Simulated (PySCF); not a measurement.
Structure problem from calculated spectra and properties.

Elements present: C, F and H. Monoisotopic mass: 86.0532 u.

| Property | Result |
| --- | --- |
| 13C NMR | chemical shifts (computed TMS as zero) by class: 91.1 (1 C), 89.4 (1 C), 78.5 (1 C), 31.5 (2 C) ppm [GIAO B97-2/pcSseg-2] |
| 1H NMR | chemical shifts (computed TMS as zero) by class: 2.22 (1 H), 1.56 (6 H) ppm [GIAO B97-2/pcSseg-2] |
| Rotational structure | rotational constants A, B, C: 4.856, 2.782, 2.720 GHz [PBE0-D3(BJ)/def2-TZVP] |
| Dipole | 1.97 D [B97-2/pcSseg-2] |
| NMR, other nuclei | isotropic shieldings of nuclei other than C and H, by class: 331 (1 F) ppm [GIAO B97-2/pcSseg-2] |

Gas-phase values; electronic properties from PySCF, density fitting. Levels stand in brackets. Geometry: PBE0-D3(BJ)/def2-TZVP; no solvent, vibrations or thermal averaging. Each NMR value is the plain mean over a class of atoms that symmetry, rotation or inversion makes alike.

Problem. Which formula fits the mass and the elements?

Solution. C5H7F (calculated 86.0532). No other formula that holds each of these elements comes within 0.0003 u with a fitting electron parity and a possible valence count.

Problem. Propose a structure and show how it fits.

Solution. Numbering: `[CH:1]#[C:2][C:3]([CH3:4])([CH3:5])[F:6]`. Its formula, C5H7F, gives 2 degrees of unsaturation: 0 rings and 2 π bonds in the structure found. 5 carbons fall into 4 classes; from least to most shielded: sp3 C–F carbon [C3] (91.1 ppm), alkyne carbon [C2] (89.4 ppm), terminal alkyne carbon [C1] (78.5 ppm), methyl carbon [C4/C5] (31.5 ppm, 2 C). Hydrogen classes from least to most shielded: 1 H on a terminal alkyne carbon, C1 (2.22 ppm), 6 H on 2 methyl carbons, C4/C5 (1.56 ppm). The other shieldings belong to: 331 ppm, alkyl fluorine [F6]. The optimised geometry has point group Cs and is an asymmetric top. Structure: `C#CC(C)(C)F` (HC≡CCF(CH3)2). Computed isomers that give other values at the same levels: `CC(C)=C=CF` (rotational constant A: 7.344 GHz; this holds for the one conformer computed). The assignments are read from this structure; whether some other isomer fits the data as well wasn't checked.
